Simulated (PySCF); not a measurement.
Compound: sodium amide, H2NNa.
Cartesian coordinates in Å at the PBE0-D3(BJ)/def2-SVP level; atoms count from 1:
```xyz
4
H2NNa angstrom
N     -0.214    0.006    0.134
Na     1.856   -0.036   -0.027
H     -0.798    0.822   -0.060
H     -0.824   -0.782   -0.094
```

Method: TDDFT CAM-B3LYP/def2-SVPD, vertical, gas phase, core orbitals frozen in the response in PySCF 2.14.0, density-fitted response routines.

Ground-to-excited transition dipoles (e·a0, same axes as the geometry; the sign carries no meaning), for the states with f of 0.002 or more among the lowest 7:

```
state  E (eV)      μx      μy      μz
   S1   2.080   0.488   0.003  -0.611
   S2   3.637  -0.006  -0.261  -0.010
   S3   3.852   0.150   0.015  -0.757
   S4   3.981   0.353  -0.010   0.027
   S5   4.681  -1.090   0.021   0.042
   S6   5.381  -0.236   0.015  -0.394
   S7   5.707  -0.006  -0.200  -0.005
```

(1) Work out the oscillator strengths.

(2) What is the point group, and which symmetry does each of these states have?

(3) What angle do the transition dipoles of S4 and S6 make?

(4) How is the summed strength of these states shared among x, y and z?

(5) What peak molar absorption coefficient would the strongest computed level give as a lone Gaussian band 0.5 eV wide at half height?

## Answers

(1) f = (2/3) ΔE |μ|² with ΔE in hartree (27.2114 eV).

```
state  |μ|² (au)  |μ| (D)      f
   S1      0.611     1.99  0.031
   S2      0.068     0.66  0.006
   S3      0.595     1.96  0.056
   S4      0.126     0.90  0.012
   S5      1.190     2.77  0.136
   S6      0.211     1.17  0.028
   S7      0.040     0.51  0.006
```

(2) Cs. Polarised normal to the mirror plane, so A″: S2 and S7. Polarised in the mirror plane, so A′: S1, S3, S4, S5 and S6.

(3) |cos θ| = |μa·μb| / (|μa| |μb|) = 0.58, so θ ≈ 55° (taken between 0 and 90°, since the signs are arbitrary).

(4) (2/3) Σ ΔE μα² gives 0.170 for x, 0.012 for y and 0.094 for z, 0.276 in all.

(5) ε(max) = 2.175×10⁸ f / FWHM, with the width in cm⁻¹. S5: 2.175×10⁸ × 0.1365 / 4033 ≈ 7400 L mol⁻¹ cm⁻¹.

All these states lie below the vertical ionisation energy of 6.52 eV (ΔSCF).
